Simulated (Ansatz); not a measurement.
**C₅H₆S: how energies converge with the basis set**

One table from this session's results is given with a row withheld; the runs are named, their logs left out.

Computed with Ansatz 0.2.0, Gaussian basis. Level: one geometry, several basis sets.

The runs, in order: PBE0-D4/def2-SVP; ωB97M-V/def2-SVP; PBE0-D4/def2-QZVPP; ωB97M-V/def2-QZVPP; the functionals' def2-TZVPP values are taken from earlier runs.

### Structure used throughout

All runs share one geometry, relaxed beforehand with PBE0-D4 in a triple-zeta def2 set.

SMILES `Cc1cccs1`, 12 atoms, charge 0, spin multiplicity 1.

Atoms are counted from 1 here; the program's logs count them from 0.

Bond lengths: C1–C2 1.489 Å, C1–H7 1.091 Å, C1–H8 1.093 Å, C1–H9 1.093 Å, C2–C3 1.365 Å, C2–S6 1.718 Å, C3–C4 1.418 Å, C3–H10 1.083 Å, C4–C5 1.361 Å, C4–H11 1.082 Å, C5–S6 1.708 Å, C5–H12 1.079 Å. Angles: C2–C1–H7 109.7°, C2–C1–H8 111.9°, C2–C1–H9 111.9°, H7–C1–H8 107.9°, H7–C1–H9 107.9°, H8–C1–H9 107.5°, C1–C2–C3 128.3°, C1–C2–S6 121.6°, C3–C2–S6 110.1°, C2–C3–C4 113.4°, C2–C3–H10 122.6°, C4–C3–H10 124.0°, C3–C4–C5 112.5°, C3–C4–H11 124.1°, C5–C4–H11 123.4°, C4–C5–S6 111.2°, C4–C5–H12 128.4°, S6–C5–H12 120.4° and more.

Coordinates:

```xyz
12

C    -0.17359   -0.62857    1.89617
C    -0.13857   -0.09014    0.50834
C     0.72921   -0.40215   -0.49787
C     0.47404    0.30243   -1.70166
C    -0.58928    1.14517   -1.59521
S    -1.27553    1.07846   -0.03246
H     0.63262   -1.35126    2.03002
H    -1.11786   -1.13501    2.11266
H    -0.04495    0.16000    2.64220
H     1.53048   -1.12027   -0.37492
H     1.05567    0.18757   -2.60680
H    -1.00523    1.79876   -2.34647
```

The first run:

The input, in.yaml:

```yaml
crystal:
  periodic: [false, false, false]
  atoms:
    - {symbol: C, position_ang: [-0.173593, -0.628566, 1.896175]}
    - {symbol: C, position_ang: [-0.138574, -0.090138, 0.508343]}
    - {symbol: C, position_ang: [0.729212, -0.402146, -0.497871]}
    - {symbol: C, position_ang: [0.474045, 0.302426, -1.701660]}
    - {symbol: C, position_ang: [-0.589283, 1.145166, -1.595212]}
    - {symbol: S, position_ang: [-1.275527, 1.078461, -0.032464]}
    - {symbol: H, position_ang: [0.632624, -1.351265, 2.030022]}
    - {symbol: H, position_ang: [-1.117863, -1.135005, 2.112662]}
    - {symbol: H, position_ang: [-0.044953, 0.160002, 2.642196]}
    - {symbol: H, position_ang: [1.530475, -1.120267, -0.374924]}
    - {symbol: H, position_ang: [1.055666, 0.187574, -2.606800]}
    - {symbol: H, position_ang: [-1.005230, 1.798757, -2.346467]}
basis:
  gaussian: {orbitals: def2-SVP}
hamiltonian: {xc: pbe0, dispersion: d4}
output: {orbitals: {seedname: orbitals}}
```

Started as:

```
$ ansatz run in.yaml --threads 4 --pin off --events-out ev --progress --plain --max-ram 10444MiB
```

Steps of the session up to this table: PBE0-D4 in def2-SVP; ωB97M-V in def2-SVP; PBE0-D4 in def2-QZVPP; ωB97M-V in def2-QZVPP.

One table of the session follows, with a row left open; its other results are not shown here.

It belongs to the step «Density functionals: the series». 

| functional | basis | HOMO (eV) | LUMO (eV) |
| --- | --- | --- | --- |
| PBE0-D4 | def2-SVP | -6.52 | -0.10 |
| PBE0-D4 | def2-TZVPP | -6.54 | -0.26 |
| PBE0-D4 | def2-QZVPP | -6.56 | -0.32 |
| ωB97M-V | def2-SVP | -8.62 | 2.01 |
| ωB97M-V | def2-TZVPP | -8.65 | 1.76 |
| ωB97M-V | def2-QZVPP | ? | ? |

**Question.** Estimate the row for ωB97M-V, def2-QZVPP.

**Answer.** HOMO (eV): -8.67; LUMO (eV): 1.64. In the column «HOMO (eV)» it is the lowest.
